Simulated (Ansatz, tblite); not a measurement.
# SiH2Me(NHMe) (C₂H₉NSi): rung by rung

One table from this session's results is given with a row withheld; the runs are named, their logs left out.

Computed with Ansatz 0.2.0, Gaussian basis. Level: as each input shows.

Plan: GFN1-xTB, GFN2-xTB, PBE-D4/def2-TZVP, r2SCAN-D4/def2-TZVP, B3LYP-D4/def2-TZVP, BHLYP-D4/def2-TZVP, revPBE-D4/def2-TZVP, PBE-QIDH/def2-TZVP, CAM-B3LYP-D4/def2-TZVP, B97M-V/def2-TZVP, HSE06-D4/def2-TZVP, PBE-D4/def2-SVP, PBE0-D4/def2-SVP, HF/STO-3G, HF/6-31G, B3LYP-D4/6-31G, PBE0-D4/def2-TZVPD, PBE-D4/def2-TZVPD, r2SCAN-D4/def2-TZVPD, CCSD(T)/def2-TZVPP, MP2/def2-TZVP, RPA/def2-TZVP.

## The structure

The singlet was relaxed beforehand with PBE0-D4/def2-SVP.

13 atoms, charge 0, spin multiplicity 1.

Bond lengths: Si1–H2 1.498 Å, Si1–H3 1.507 Å, Si1–C4 1.874 Å, Si1–N8 1.734 Å, C4–H5 1.101 Å, C4–H6 1.100 Å, C4–H7 1.102 Å, N8–C9 1.442 Å, N8–H10 1.015 Å, C9–H11 1.109 Å, C9–H12 1.102 Å, C9–H13 1.103 Å. Angles: H2–Si1–H3 106.4°, H2–Si1–C4 111.7°, H2–Si1–N8 107.3°, H3–Si1–C4 108.1°, H3–Si1–N8 114.8°, C4–Si1–N8 108.6°, Si1–C4–H5 110.6°, Si1–C4–H6 111.0°, Si1–C4–H7 111.0°, H5–C4–H6 108.4°, H5–C4–H7 107.4°, H6–C4–H7 108.3°, Si1–N8–C9 124.4°, Si1–N8–H10 116.7°, C9–N8–H10 113.6°, N8–C9–H11 114.4°, N8–C9–H12 109.8°, N8–C9–H13 111.4° and more.

PBE0-D4/def2-TZVP was run before; its log isn't repeated, and its numbers join the tables.

Set-up of the first run:

Tight binding, by tblite at 300 K electronic temperature and without a spin-polarisation term:

```python
tblite.interface.Calculator('GFN1-xTB', numbers, positions, charge=0, uhf=0).singlepoint()
```

Tight binding, by tblite at 300 K electronic temperature and without a spin-polarisation term:

```python
tblite.interface.Calculator('GFN2-xTB', numbers, positions, charge=0, uhf=0).singlepoint()
```

start.molden holds the orbitals of an earlier run on this state, given as this run's starting guess.

Contents of in.yaml:

```yaml
crystal:
  periodic: [false, false, false]
  atoms:
    - {symbol: Si, position_ang: [0.566130, 0.597373, 0.231847]}
    - {symbol: H, position_ang: [0.799264, 0.508893, 1.709033]}
    - {symbol: H, position_ang: [1.926519, 0.701372, -0.407778]}
    - {symbol: C, position_ang: [-0.410776, 2.129595, -0.226305]}
    - {symbol: H, position_ang: [0.128680, 3.038570, 0.082063]}
    - {symbol: H, position_ang: [-1.397163, 2.127813, 0.261541]}
    - {symbol: H, position_ang: [-0.563898, 2.190230, -1.315681]}
    - {symbol: N, position_ang: [-0.350550, -0.800916, -0.229200]}
    - {symbol: C, position_ang: [-0.022932, -2.152652, 0.151813]}
    - {symbol: H, position_ang: [-0.870740, -0.738668, -1.098163]}
    - {symbol: H, position_ang: [0.711063, -2.651438, -0.512556]}
    - {symbol: H, position_ang: [0.407444, -2.160113, 1.166522]}
    - {symbol: H, position_ang: [-0.923043, -2.790050, 0.186853]}
basis:
  gaussian: {orbitals: def2-TZVP, initial_orbitals: start.molden}
hamiltonian: {xc: pbe, dispersion: d4}
scf: {omitted_lower_state_checks: [starts]}
output: {forces: true, orbitals: {seedname: orbitals}}
```

On the command line:

```console
$ ansatz run in.yaml --threads 4 --pin off --events-out ev --progress --plain --max-ram 3916MiB
```

Among the steps run: PBE-D4/def2-TZVP; r2SCAN-D4/def2-TZVP; B3LYP-D4/def2-TZVP; BHLYP-D4/def2-TZVP; revPBE-D4/def2-TZVP; PBE-QIDH/def2-TZVP; CAM-B3LYP-D4/def2-TZVP; B97M-V/def2-TZVP; HSE06-D4/def2-TZVP; PBE-D4/def2-SVP; PBE0-D4/def2-SVP; HF/STO-3G; HF/6-31G; B3LYP-D4/6-31G; PBE0-D4/def2-TZVPD; PBE-D4/def2-TZVPD; r2SCAN-D4/def2-TZVPD; CCSD(T)/def2-TZVPP; MP2/def2-TZVP; RPA/def2-TZVP.

One table of the session follows, with a row left open; its other results are not shown here.

| level | HOMO (eV) | LUMO (eV) | gap (eV) |
| --- | --- | --- | --- |
| HF/STO-3G | ? | ? | ? |
| HF/6-31G | -9.69 | 4.58 | 14.27 |
| PBE-D4/def2-SVP | -5.02 | 0.60 | 5.62 |
| PBE-D4/def2-TZVP | -5.24 | 0.03 | 5.27 |
| PBE-D4/def2-TZVPD | -5.30 | -0.34 | 4.96 |
| revPBE-D4/def2-TZVP | -5.20 | 0.13 | 5.34 |
| r2SCAN-D4/def2-TZVP | -5.51 | 0.55 | 6.06 |
| r2SCAN-D4/def2-TZVPD | -5.55 | 0.30 | 5.85 |
| B97M-V/def2-TZVP | -5.67 | 0.19 | 5.86 |
| B3LYP-D4/6-31G | -5.88 | 1.30 | 7.18 |
| B3LYP-D4/def2-TZVP | -6.40 | 0.58 | 6.98 |
| PBE0-D4/def2-SVP | -6.45 | 1.48 | 7.93 |
| PBE0-D4/def2-TZVP | -6.60 | 0.86 | 7.46 |
| PBE0-D4/def2-TZVPD | -6.64 | 0.32 | 6.96 |
| HSE06-D4/def2-TZVP | -6.20 | 0.49 | 6.69 |
| BHLYP-D4/def2-TZVP | -7.92 | 1.57 | 9.49 |
| CAM-B3LYP-D4/def2-TZVP | -8.02 | 1.72 | 9.73 |

Estimate the missing values for HF/STO-3G.

**Answer.** HOMO (eV): -7.43; LUMO (eV): 13.37; gap (eV): 20.80. In the column «HOMO (eV)» it lies between BHLYP-D4/def2-TZVP (-7.92) and PBE0-D4/def2-TZVPD (-6.64).
